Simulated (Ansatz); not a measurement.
Geometry optimisation, UKS PBE/def2-SVP in Ansatz 0.2.0.

Input file:

```yaml
crystal:
  periodic: [false, false, false]
  atoms:
    - { symbol: B, position_ang: [-0.89759, -0.76823, -0.46957] }
    - { symbol: Si, position_ang: [0.4807, 0.22072, 0.1803] }
    - { symbol: F, position_ang: [0.39841, 1.85078, 0.12371] }
    - { symbol: H, position_ang: [-1.87062, -1.38002, -0.35399] }
    - { symbol: H, position_ang: [1.8891, 0.07674, 0.51955] }
magnetization:
  spin_polarized: true
basis:
  gaussian: { orbitals: def2-SVP }
hamiltonian:
  xc: pbe
relax:
  f_tol: 0.02
  max_steps: 40
output:
  orbitals: {}
```

Run as:

```bash
$ ansatz run input.yaml --threads 1 --pin off --max-ram 2048MiB --backend cpu --events-out ev --progress --plain --runs-dir out
```

**Question.** Where does it end, and by what steps?

**Answer.** It converged. After 6 steps the energy has fallen by 0.186 eV; H5 moved furthest, 0.17 Å.

```tsv
step	energy less start (eV)	largest force component (eV/Å)	accepted
0	0.0000	1.082	yes
1	-0.1488	0.486	yes
2	-0.1819	0.201	yes
3	-0.1853	0.097	yes
4	-0.1861	0.050	yes
5	-0.1860	0.056	no
6	-0.1864	0.017	yes
```

```xyz
5
Properties=species:S:1:pos:R:3
B -0.892 -0.758 -0.378
Si 0.454 0.343 0.274
F 0.411 1.974 0.088
H -1.850 -1.480 -0.437
H 1.877 -0.079 0.453
```

Whether the end is a true minimum wasn't checked by a vibrational analysis.

The run took 9.4 s on 1 CPU thread of a shared host.
